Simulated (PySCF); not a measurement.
# Li₂⁺ from Hartree–Fock to correlated methods

State: ²Σg⁺ (doublet), unpaired electrons σ ↑. Set-up: PySCF, no relativity, basis sets Li cc-pVTZ. De refers to Li⁺ + Li in their ground configurations, without counterpoise correction. The functionals are run spin-unrestricted.

```
      Level  Re (Å)  ωe (cm⁻¹)  De (eV)  CPU s a point (SCF and correlation, without the integrals)
        UHF   3.133        259     1.28                                                        0.18
    UHF-MP2   3.107        260     1.30                                                        0.29
UHF-SCS-MP2   3.105        260     1.30                                                         n/a
   UHF-CCSD   3.104        260     1.30                                                         n/a
UHF-CCSD(T)   3.104        260     1.30                                                         3.7
        PBE   3.102        242     1.29                                                        0.39
       BP86   3.106        243     1.25                                                        0.26
       TPSS   3.095        249     1.31                                                        0.67
     r²SCAN   3.088        254     1.27                                                         0.7
       PBE0   3.098        250     1.30                                                        0.79
        M06   3.248        223     1.17                                                        0.88
      HSE06   3.097        250     1.30                                                        0.64
```

The bond length runs from 3.088 Å (r²SCAN) to 3.248 Å (M06). De spans 1.17 eV (M06, hybrid meta-GGA) to 1.31 eV (TPSS, meta-GGA). Correlation at CCSD(T) changes the Hartree–Fock bond energy by +0.02 eV; the triples alone change it by +0.00 eV.

Correlated steps freeze no core orbitals. The state is the lowest determinant that a PBE0 search found; another state may lie lower at other levels.

The whole job (state search and all levels along the bond) took about 1.6 min on 1 thread of Arm Neoverse V1 (shared host), peak memory 1.1 GiB.
